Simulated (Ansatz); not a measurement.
Geometry optimisation, RKS PBE0/def2-mTZVP (Ansatz).

input.yaml

```yaml
crystal:
  periodic: [false, false, false]
  atoms:
    - { symbol: B, position_ang: [-0.84835, 1.0e-06, 0.199808] }
    - { symbol: H, position_ang: [1.32913, -2.0e-06, 1.178865] }
    - { symbol: F, position_ang: [1.678323, 2.0e-06, 0.320204] }
    - { symbol: F, position_ang: [-1.035403, -1.0e-06, -1.050077] }
basis:
  gaussian: { orbitals: def2-mTZVP }
hamiltonian:
  xc: pbe0
relax:
  f_tol: 0.03
  max_steps: 50
```

Command:

```bash
$ ansatz run input.yaml --threads 1 --pin off --max-ram 2048MiB --backend cpu --events-out ev --progress --plain --runs-dir out
```

Where does it end, and by what steps?

It converged. The force dipped under the threshold on the way, but the program's further checks kept it going. After 13 steps the energy has fallen by 0.226 eV; F3 moved furthest, 0.86 Å.

```
step  energy less start (eV)  largest force component (eV/Å)  accepted
   0                  0.0000                           0.335       yes
   1                  0.0295                           1.871        no
   2                 -0.0254                           0.392       yes
   3                 -0.0362                           0.939       yes
   4                 -0.0554                           1.275       yes
   5                 -0.1035                           1.528       yes
   6                 -0.1525                           1.088       yes
   7                 -0.2191                           0.043       yes
   8                 -0.2195                           0.048       yes
   9                 -0.1458                           1.694        no
  10                 -0.2253                           0.018       yes
  11                 -0.2172                           0.616        no
  12                 -0.2257                           0.036       yes
  13                 -0.2259                           0.002       yes
```

```xyz
4
Properties=species:S:1:pos:R:3
B -0.573 0.000 -0.247
H 1.275 0.000 0.644
F 2.125 0.000 1.050
F -1.703 0.000 -0.798
```

Whether the end is a true minimum wasn't checked by a vibrational analysis.

Time of the run: 8.8 s on 1 thread of Intel(R) Xeon(R) Platinum 8488C (Sapphire Rapids) (shared host), peak memory 0.13 GiB.
